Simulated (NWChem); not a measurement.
System: C2H6O cation, doublet; SMILES of the neutral closed-shell parent CCO

Here is an NWChem input.

```
start job
memory heap 200 mb stack 900 mb global 1100 mb
charge 1
geometry units angstroms noautoz
  C      0.254753    -1.222885    -0.000774
  C     -0.464547     0.073468    -0.001179
  O      0.197078     1.238215     0.001631
  H     -0.466672    -2.051505    -0.004419
  H      0.891217    -1.327976     0.896186
  H      0.897908    -1.325789    -0.893137
  H     -1.281408     0.197516    -0.797169
  H     -1.287566     0.196025     0.787898
  H      1.175330     1.142413     0.000599
end
basis spherical
  C library sto-3g
  O library sto-3g
  H library sto-3g
end
dft
  odft
  mult 2
  xc pbe0
  iterations 150
  mulliken
end
task dft energy
```

The geometry was optimised at PBE0/def2-SVP, spin-unrestricted. The spin multiplicity was typed, not searched, and may not be the lowest. No stability test was run on the SCF state.

Q: Give the results of this calculation. (PBE0/STO-3G, spin-unrestricted.) Quantities: basis functions; energy (Ha); highest occupied level (eV); lowest empty minus highest occupied level, either spin (eV); <S²>.

A: 
```yaml
number_of_basis_functions: 21
energy (Ha): -152.57
highest occupied level (eV): -15.18
lowest empty minus highest occupied level, either spin (eV): 4.33
"<S²>": 0.753
```
